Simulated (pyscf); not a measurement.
Optimised with ωB97X-D3(BJ)/def2-SVP in PySCF. Correlated levels are frozen-core, on RHF or UHF. ΔMP2 is the change of the MP2 total energy from the triple- to the quadruple-zeta basis.

SMILES: [CH2]([ZnH])O
```xyz
7

O     -0.0013     1.0931    -1.7745
C      0.3240     1.1266    -0.3846
Zn    -0.5033    -0.4510     0.4488
H      0.4023     1.8591    -2.1983
H      1.4234     1.1195    -0.2249
H     -0.0432     2.0586     0.0957
H     -1.1547    -1.6927     1.1030
```
Charge 0, spin multiplicity 1.

Task: How much does it cost (ΔH, 298 K, CCSD(T)/def2-TZVPP + ΔMP2(QZVPP)) to split `[OH][CH2][ZnH]` at its C–Zn bond into •H₂C–OH + ZnH•?

Result: C–Zn to •H₂C–OH + ZnH•: 2.79 eV. HO–CH₂–ZnH lies 0.76 eV over its isomer H₃C–O–ZnH (electronic energy, ωB97M-D3(BJ)). Other isomers of •H₂C–OH were not searched in full and may lie lower. The CCSD(T) − MP2 part came from Ansatz, without density fitting, on the same reference. The frozen core leaves the outer d or s,p core shells of the metals and heavy elements correlated in the MP2 and CC values, and def2-TZVPP describes them poorly, which can shift differences by a few kcal/mol. Elements up to Kr have no core potential and no relativistic terms here.
